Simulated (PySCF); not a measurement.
Compound: C3H2NS (charge -1).
Bonds: C1–C2 (double), C2–S3, C2–C4, C4–N5 (triple). Hydrogens: H6, H7 on C1.

The closed-shell ground state was solved at several levels (PySCF, density fitting, gas phase, non-relativistic). Isolated species at its PBE0-D3(BJ)/def2-SVP geometry, gas phase. No diffuse functions stand in pcSseg-1 and pcSseg-2, which bears on an anion's orbital energies.

```json
{"level": "PBE0/pcSseg-1", "basis functions": "102", "HOMO (eV)": "-0.75", "LUMO (eV)": "3.68", "gap (eV)": "4.43"}
{"level": "KT2/pcSseg-2", "basis functions": "215", "HOMO (eV)": "-0.09", "LUMO (eV)": "2.59", "gap (eV)": "2.68"}
```

Problem. Estimate the row for CAM-B3LYP/def2-SVPD, a basis of 123 functions; the other rows only guide the guess.

Solution. HOMO -2.21 eV, LUMO 4.32 eV, gap 6.53 eV.

Problem. Over all these levels, which gives the widest orbital gap and which the narrowest?

Solution. CAM-B3LYP/def2-SVPD (range-separated hybrid) has the widest, 6.53 eV, and KT2/pcSseg-2 (GGA) the narrowest, 2.68 eV. Functional and basis both differ between the two, so the spread mixes both effects.
